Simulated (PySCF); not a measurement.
**Gas-phase thermal properties of i-Si₄H₁₀**

Computed with PySCF and rigid-rotor harmonic-oscillator thermochemistry at 1 bar. 6-31G* has spherical d functions here. All species are closed-shell singlets. B3LYP is the form with VWN-RPA correlation. The harmonic model lacks anharmonicity and excited electronic states, which grow with temperature; levels with a mode under 35 cm⁻¹ are left out. Internal rotation in i-Si₄H₁₀ is treated as a harmonic vibration of one conformer, which makes the entropy rough.

```csv
level,point group,σ,ZPE (kJ/mol),S°298 (J/mol/K),Cp298 (J/mol/K),S°1000 (J/mol/K),H1000 − H298 (kJ/mol)
B3LYP/6-31G*,C3v,3,221.2,410.1,155.5,670.3,159.0
HF/6-31G*,C3v,3,236.5,402.8,147.0,653.7,153.9
PBE/def2-SVP,C3v,3,212.2,411.3,160.7,677.0,162.1
PBE0/def2-TZVP,C3v,3,218.8,409.3,157.1,671.1,159.9
```
σ: rotational symmetry number. Electronic degeneracy used: 1. Frequencies are unscaled.
